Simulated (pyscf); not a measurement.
# Hydrogen abstraction: `[NH2][AlH2]` + `[CH3]` [doublet] → `[NH][AlH2]` [doublet] + `[CH4]`

Gas phase, doublet surface, charge 0. Bonds broken: N1–H3. Bonds formed: H3–C7. Single points on ωB97X-D3(BJ)/def2-SVP structures (PySCF, gas phase).

Transition state (Å):

```xyz
10

N      0.6238    -1.0492     0.0029
Al     2.2943    -0.4932    -0.1155
H     -0.2255    -0.1737     0.5384
H      0.0212    -1.8398    -0.2017
H      3.3859    -1.4586    -0.7410
H      2.6046     0.9640     0.4220
C     -1.0278     0.6434     1.0373
H     -1.4482     0.1615     1.9291
H     -0.4178     1.5234     1.2795
H     -1.7813     0.8498     0.2668
```

One imaginary mode, 1512i cm⁻¹; descent along it reached the two sides named.

```csv
bond,change,reactant side (Å),saddle,product side
N1–H3,breaks,1.017,1.332,2.6
H3–C7,forms,2.549,1.249,1.099
```

Electronic energies relative to the separated reactants (kJ/mol):

| level | barrier | reaction energy | reverse barrier |
|---|---|---|---|
| ωB97X-D3(BJ)/def2-TZVP | 74.4 | +34.8 | 39.6 |
| PBE/def2-TZVP | 50.0 | +35.1 | 14.9 |
| r²SCAN/def2-TZVP | 65.3 | +38.8 | 26.5 |
| B3LYP-D3(BJ)/def2-TZVP | 64.5 | +33.8 | 30.8 |
| PBE0-D3(BJ)/def2-TZVP | 65.6 | +37.9 | 27.7 |
| M06-2X/def2-TZVP | 80.4 | +39.6 | 40.7 |
| ωB97M-D3(BJ)/def2-TZVP | 80.2 | +36.7 | 43.4 |
| HF/def2-TZVP | 138.6 | +22.7 | 115.9 |

With ωB97M-D3(BJ)/def2-TZVP energies and thermal terms (ideal gas, 1 atm, RRHO with modes under 100 cm⁻¹ raised to 100, one conformer, R ln 2 for chiral ones without a mode under 150 cm⁻¹), in kJ/mol:

```
T (K)   ΔH‡    ΔG‡     ΔH     ΔG
-----  ----  -----  -----  -----
298    73.4  107.2  +40.4  +41.0
600    74.2  141.3  +38.3  +42.5
900    77.0  174.3  +36.9  +44.9
1200   80.5  206.2  +36.3  +47.7
```

The same reactants have a lower exit, to [H₂N–AlH]• + CH₄ (barrier +31.4 kJ/mol at ωB97M-D3(BJ)/def2-TZVP, against +80.2 kJ/mol here). [HN–AlH₂]• lies 125.5 kJ/mol over its isomer [H₂N–AlH]• (electronic energy, ωB97M-D3(BJ)/def2-TZVP). This is the saddle that the search found; another between the same sides may lie lower. The angle at the transferred H is 180°.
